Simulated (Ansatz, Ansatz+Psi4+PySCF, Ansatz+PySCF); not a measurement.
| atom | x (Å) | y (Å) | z (Å) |
| --- | --- | --- | --- |
| Cl | 0.0000 | 0.1414 | -1.7365 |
| O | 0.0000 | -0.5060 | 0.4595 |
| O | 0.0000 | 0.3646 | 1.2770 |

Basis set: cc-pVTZ on O; cc-pV(T+d)Z on Cl (spherical functions). Left uncorrelated: 7 orbitals. Correlation on ROHF uses semicanonical orbitals with singles. Charge 0, multiplicity 2.

Computed with Ansatz (development build ahead of 0.2.0); each method stands on the lowest determinant of its kind that the runs found.

The atomization energy at this shape (free ground-state atoms in the same class of orbitals less the molecule, no zero-point energy) of doublet ClO₂:

| method | atomization energy |
| --- | --- |
| UHF-MP2 | 507.4 kJ/mol |
| ROHF-MP2 | 384.7 kJ/mol |
| UHF | 98.6 kJ/mol |

What does ROHF give?

-94.6 kJ/mol. Caution for UHF-MP2, ROHF-MP2: forces differ strongly between restricted and unrestricted references. Caution for UHF-MP2, UHF: the unrestricted determinant is a mixture of spin states. Caution for ROHF-MP2, ROHF: an unrestricted determinant lies well below. Caution for ROHF-MP2: another reference gives a lower total.
